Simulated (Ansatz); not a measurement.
For rock-salt HfN, PBE (PAW; Ansatz, a program for electronic structure) gives:

- lattice parameter a = 4.547 Å
- bulk modulus = 263 GPa
- elastic constant C11 = 570 GPa
- elastic constant C44 = 116 GPa
- polycrystal shear modulus = 153 GPa

### Question
What does HSE06 in Ansatz (plane waves, PAW) give for the same quantities?

### Answer

- lattice constant a: 4.521 Å (drops by 0.6 %)
- bulk modulus: 285 GPa (increases by 8.4 %)
- elastic constant C11: 623 GPa (grows by 9.3 %)
- elastic constant C44: 136 GPa (goes up by 17 %)
- Voigt–Reuss–Hill shear modulus: 175 GPa (increases by 14 %)

For comparison: lattice constant a 4.524 Å (measured, room temperature, not corrected to a static lattice; as tabulated in Seo, Lee, Wen, Petrov, Greene, Gall, J. Appl. Phys. 96, 878 (2004)); bulk modulus 260 GPa (measured, room temperature, no zero-point or thermal correction, our sources range from 260 to 306; as tabulated in Synthesis of Binary Transition Metal Nitrides, Carbides and Borides from the …); elastic constant C11 679 GPa (measured, temperature not stated, no zero-point or thermal correction; as tabulated in Wu et al. (2005), arXiv:cond-mat/0412374); elastic constant C44 150 GPa (measured, temperature not stated, no zero-point or thermal correction; as tabulated in Wu et al. (2005), arXiv:cond-mat/0412374).

Changes are worked out from the printed values.

Unless a cell is named, each level is at its own relaxed cell (PBE 11.76, HSE06 11.55 Å³/atom).

Levels without +SOC leave out spin–orbit coupling, which shifts energies and cells of such heavy elements.

Caveats: hybrids on metals are sensitive to the k mesh (HSE06); the run warned that the count of filled bands differs between k points (HSE06). Ansatz's density-functional and Hartree–Fock values are scalar-relativistic unless marked +SOC, with PAW data made under PBE.
